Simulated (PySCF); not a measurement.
What each rung costs and misses: atomization of CO2, singlet

Geometry (MP2(full)/6-31G*, from the G2/97 set):

```csv
atom,x (Å),y (Å),z (Å)
C,0.0000,0.0000,0.0000
O,0.0000,0.0000,-1.1787
O,0.0000,0.0000,1.1787
```

Measured, as an electronic atomization energy: 389.3 kcal/mol (G2/97 heats of formation of molecule and atoms, with zero-point and thermal terms from B3LYP taken off; Curtiss et al., J. Chem. Phys. 106, 1063 (1997), Staroverov et al., J. Chem. Phys. 119, 12129 (2003)). The measured value holds scalar relativity and spin–orbit coupling, which all computed ones lack, and core correlation, which the wave-function levels lack. Atoms are taken at the same level; beside RHF, RMP2 and RCC rows they are unrestricted. (Q) wasn't run for open shells, so the atoms' step beyond CCSDT comes from their full CI. PySCF 2.14.0; the 6-31G* set has Cartesian d functions; a miss is computed less measured; times are wall times on shared hosts and scatter by a factor of two or so; they hold the correlated step alone (with one SCF for RCCSD(T)), and functionals start from a converged Hartree–Fock density. B3LYP has the VWN-RPA form, and B2PLYP's MP2 part freezes the cores. A small miss in a small set is a cancellation of the method's error against the basis error.

| level | basis | miss (kcal/mol) | time of the run | hardware |
| --- | --- | --- | --- | --- |
| RCCSD(T) | STO-3G | -101.2 | 0.1 s | 1 CPU thread |
| RCCSD(T) | 6-31G | -90.2 | 0.19 s | 1 CPU thread |
| full CI | STO-3G | -101.5 | 0.21 s | 1 CPU thread |
| BLYP | STO-3G | -17.3 | 0.46 s | 1 CPU thread |
| PBE | STO-3G | 2.7 | 0.48 s | 1 CPU thread |
| B3LYP | STO-3G | -42.5 | 0.49 s | 1 CPU thread |
| RCCSD(T) | cc-pVDZ | -32.9 | 0.51 s | 1 CPU thread |
| r2SCAN | STO-3G | -26.2 | 0.67 s | 1 CPU thread |
| BLYP | 6-31G | -30.1 | 0.82 s | 1 CPU thread |
| PBE0 | 6-31G | -49.8 | 0.82 s | 1 CPU thread |
| B2PLYP | 6-31G | -60.7 | 0.84 s | 1 CPU thread |
| B3LYP | 6-31G | -50.6 | 0.87 s | 1 CPU thread |
| B3LYP | 6-31G* | -4.6 | 1.3 s | 1 CPU thread |
| PBE0 | cc-pVDZ | -3.7 | 1.3 s | 1 CPU thread |
| B3LYP | cc-pVDZ | -7.1 | 1.4 s | 1 CPU thread |
| B2PLYP | 6-31G* | -7.6 | 1.4 s | 1 CPU thread |
| PBE | cc-pVDZ | 24.5 | 1.4 s | 1 CPU thread |
| BLYP | cc-pVDZ | 8.1 | 1.4 s | 1 CPU thread |
| SPW92 | cc-pVTZ | 84.0 | 1.7 s | 1 CPU thread |
| BLYP | cc-pVTZ | 11.7 | 3.1 s | 1 CPU thread |
| B2PLYP | cc-pVTZ | -0.8 | 3.4 s | 1 CPU thread |
| wB97M-V | STO-3G | -36.4 | 4.9 s | 1 CPU thread |
| r2SCAN | cc-pVTZ | 5.5 | 5 s | 1 CPU thread |
| RHF | cc-pVTZ | -146.6 | 5.5 s | 1 CPU thread |
| CAM-B3LYP | cc-pVTZ | -1.2 | 6 s | 1 CPU thread |
| HSE06 | cc-pVTZ | -0.3 | 7.3 s | 1 CPU thread |
| RCCSD(T) | cc-pVTZ | -14.1 | 7.3 s | 1 CPU thread |
| wB97M-V | 6-31G | -51.1 | 7.3 s | 1 CPU thread |
| wB97M-V | 6-31G* | 0.1 | 8.2 s | 1 CPU thread |
| wB97X-V | cc-pVTZ | -0.3 | 12 s | 1 CPU thread |
| wB97M-V | cc-pVTZ | 0.6 | 14 s | 1 CPU thread |
| RCCSDT(Q) | 6-31G | -89.2 | 20 s | 1 CPU thread |
| BLYP | cc-pVQZ | 12.1 | 32 s | 1 CPU thread |
| PBE | cc-pVQZ | 28.3 | 33 s | 1 CPU thread |
| r2SCAN | cc-pVQZ | 5.6 | 38 s | 1 CPU thread |
| B2PLYP | cc-pVQZ | 2.0 | 46 s | 1 CPU thread |
| wB97M-V | cc-pVQZ | 1.1 | 75 s | 1 CPU thread |
| RCCSD(T) | cc-pVQZ | -6.5 | 2.1 min | 1 CPU thread |
| RCCSDT(Q) | cc-pVDZ | -31.8 | 4.1 min | 1 CPU thread |
| RCCSDT(Q) | 6-31G* | -27.1 | 6.1 min | 1 CPU thread |

HF's time is that of a plain UHF run.

The smallest set from which on each level stays within 1 kcal/mol of its own cc-pVQZ value (sets in order of size: STO-3G, 6-31G, cc-pVDZ, 6-31G*, cc-pVTZ, cc-pVQZ): RHF cc-pVTZ; PBE cc-pVTZ; r2SCAN cc-pVTZ; B3LYP cc-pVTZ; wB97M-V cc-pVTZ; B2PLYP none (cc-pVTZ is 2.7 kcal/mol off); RMP2 none (cc-pVTZ is 7.9 kcal/mol off); RCCSD(T) none (cc-pVTZ is 7.5 kcal/mol off).
